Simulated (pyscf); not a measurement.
HO–Sb•–OH (SMILES [OH][Sb][OH]) + H₂O (SMILES O) -> HO–Sb(OH)–OH (SMILES [OH][Sb]([OH])[OH]) + H• (SMILES [H]) (substitution at O; doublet surface; H–O broken, O–Sb formed). PySCF, gas phase, ωB97X-D3(BJ)/def2-SVP geometries. Energies in kcal/mol from the separated reactants.

```
level                   barrier  reaction energy
----------------------  -------  ---------------
ωB97X-D3(BJ)/def2-TZVP     41.1            +27.3
PBE/def2-TZVP              31.7            +28.9
B3LYP-D3(BJ)/def2-TZVP     35.8            +31.2
PBE0-D3(BJ)/def2-TZVP       [?]            +29.5
M06-2X/def2-TZVP            [?]              [?]
ωB97M-D3(BJ)/def2-TZVP     42.4            +31.0
```

Problem. Fill in the missing entries.

Solution. 
- PBE0-D3(BJ)/def2-TZVP, barrier: 37.1
- M06-2X/def2-TZVP, barrier: 42.3
- M06-2X/def2-TZVP, reaction energy: +30.2

The functionals in the table span 10.6 kcal/mol in this barrier, from PBE to ωB97M-D3(BJ)/def2-TZVP. On the reactant side the descent ends in a bound adduct, 10.2 kcal/mol under the separated species and 51.3 kcal/mol under the saddle at ωB97X-D3(BJ)/def2-TZVP. One saddle was located; it need not be the lowest between these sides. The angle at the attacked O is 151°. Elements past Kr carry the def2 core potentials, without spin-orbit coupling.
